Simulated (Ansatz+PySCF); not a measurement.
A calculation with PySCF 2.14.0.

```python
from pyscf import gto, scf

mol = gto.M(atom="""
N 0.000000 0.000000 -0.314800
O 0.000000 1.092920 0.137720
O 0.000000 -1.092920 0.137720
""", basis='def2-svp', charge=0, spin=1)
mf = scf.UHF(mol)
mf.kernel()
print(mf.converged, mf.e_tot, mf.spin_square()[0])
```

The script is written out from the run's settings.

Output:

```json
{"Converged": "yes", "Total energy": "-203.86552 hartree", "Spin squared of the determinant": "0.767", "Cycles": "12"}
```
